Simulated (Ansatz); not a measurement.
# NO3−: geometry and frequencies at several levels

The task here is to estimate one member of a computed series from the others.

Computed with Ansatz 0.2.0 (the levels named in each step, unless a step's input says otherwise).

## The structure to begin with

Bond lengths: O1–N2 1.235 Å, N2–O3 1.235 Å, N2–O4 1.235 Å. Angles: O1–N2–O3 120.0°, O1–N2–O4 120.0°, O3–N2–O4 120.0°.

Coordinates:

```xyz
4

O    -0.1552    1.2065   -0.2137
N     0.0000    0.0000    0.0001
O     1.0196   -0.5717   -0.3988
O    -0.8645   -0.6349    0.6125
```

Set-up of the first run:

input.yaml reads:

```yaml
crystal:
  periodic: [false, false, false]
  atoms:
    - { symbol: O, position_ang: [-0.15659853, 1.21774511, -0.21569952] }
    - { symbol: "N", position_ang: [-1.32e-06, 3.7e-06, 3.06e-06] }
    - { symbol: O, position_ang: [1.02909069, -0.57699495, -0.40247659] }
    - { symbol: O, position_ang: [-0.87249084, -0.64074385, 0.61818304] }
total_charge: -1
basis:
  gaussian: { orbitals: def2-TZVPPD.json }
hamiltonian:
  xc: pbe0
  dispersion: d4
phonons: {}
```

Run with:

```console
$ ansatz run input.yaml --threads 2 --pin off --max-ram 5120MiB --backend cpu --events-out ev --progress --plain --runs-dir out
```

Steps of the session up to this table: Frequencies, PBE0-D4/def2-TZVPPD; Relaxation, PBE-D4/def2-TZVPPD; Frequencies, PBE-D4/def2-TZVPPD; Relaxation, r2SCAN-D4/def2-TZVPPD; Frequencies, r2SCAN-D4/def2-TZVPPD; Relaxation, B3LYP-D4/def2-TZVPPD; Frequencies, B3LYP-D4/def2-TZVPPD; Relaxation, B2PLYP/def2-TZVPPD; Frequencies, B2PLYP/def2-TZVPPD.

One of the session's tables, all rows but one given; the rest of the session is left out.

```
                level  O1–N2 (Å)  N2–O3 (Å)  N2–O4 (Å)  highest frequency (cm⁻¹)
  PBE0-D4/def2-TZVPPD     1.2466     1.2466     1.2466                      1448
   PBE-D4/def2-TZVPPD     1.2689     1.2689     1.2689                      1318
r2SCAN-D4/def2-TZVPPD     1.2578     1.2578     1.2578                      1373
 B3LYP-D4/def2-TZVPPD     1.2567     1.2567     1.2567                      1374
   B2PLYP/def2-TZVPPD          ?          ?          ?                         ?
```

Estimate the missing values for B2PLYP/def2-TZVPPD.

The run gave: O1–N2 (Å): 1.2604; N2–O3 (Å): 1.2604; N2–O4 (Å): 1.2604; highest frequency (cm⁻¹): 1374. In the column «O1–N2 (Å)» it lies between r2SCAN-D4/def2-TZVPPD (1.2578) and PBE-D4/def2-TZVPPD (1.2689).
